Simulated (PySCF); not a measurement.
## Highest orbital energy against ionisation energy along group 14

Calculated with PySCF 2.14, no spin-orbit coupling. Each cell gives −ε(HOMO) / ΔSCF in eV; NIST values include spin-orbit coupling, (s) semi-empirical, (t) theoretical.

```
                                                          species              UHF             LDA             PBE            PBE0          r2SCAN  NIST (lowest levels)
                                C (def2-QZVPPD, non-relativistic)  11.948 / 10.801  6.118 / 11.691  6.086 / 11.537  7.646 / 11.512  6.567 / 11.664                11.260
                               Si (def2-QZVPPD, non-relativistic)    8.201 / 7.637   4.566 / 8.234   4.596 / 8.196   5.624 / 8.218   4.907 / 8.319                 8.152
                               Ge (def2-QZVPPD, non-relativistic)    7.924 / 7.434   4.432 / 8.039   4.403 / 7.919   5.416 / 7.953   4.722 / 8.076                 7.899
Sn (def2-QZVPPD with the def2 core potential (28 electrons), ECP)    7.266 / 6.848   4.166 / 7.414   4.114 / 7.261   5.029 / 7.307   4.402 / 7.407                 7.344
Pb (def2-QZVPPD with the def2 core potential (60 electrons), ECP)    6.942 / 6.563   4.007 / 7.159   3.918 / 6.977   4.796 / 7.014   4.198 / 7.094                 7.417
```

How far is −ε(HOMO) from ΔSCF on average for each method, and why?

UHF 0.60 eV; LDA -3.85 eV; PBE -3.75 eV; PBE0 -2.70 eV; r2SCAN -3.55 eV. Hartree-Fock orbital energies lack relaxation and so exceed the ΔSCF value; semilocal functionals have convex E(N) from self-interaction, so their HOMO lies far too high; exact exchange moves hybrids part of the way back.
